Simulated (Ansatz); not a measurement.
Cartesian coordinates in Å:
```
N -0.5825 1.7192 0.6170
C -0.3058 0.5272 0.0292
N -0.8093 0.0191 -1.0416
C 0.1097 -1.1394 -0.9231
C 0.7036 -0.5230 0.3663
H -1.4189 2.1842 0.3010
H -0.3737 1.8178 1.5946
H -0.4108 -2.0919 -0.7933
H 0.8083 -1.2235 -1.7598
H 0.5303 -1.0779 1.2911
H 1.7491 -0.2118 0.3185
```

The species carries charge 0 and has multiplicity 1.

(1) List the PBE0/def2-TZVPP orbital energies in eV (the Gaussian-basis code of Ansatz). (An estimate is asked.)

## Answers

(1) The calculation gave: Occupied: -391.84, -390.32, -279.87, -278.66, -278.40, -27.15, -25.07, -19.98, -18.16, -15.48, -14.99, -13.46, -13.12, -11.37, -10.43, -9.98, -9.55, -7.11, -6.68. Lowest empty: 0.89, 1.17, 1.73, 2.43, 2.80, 2.80, 3.20, 4.24.
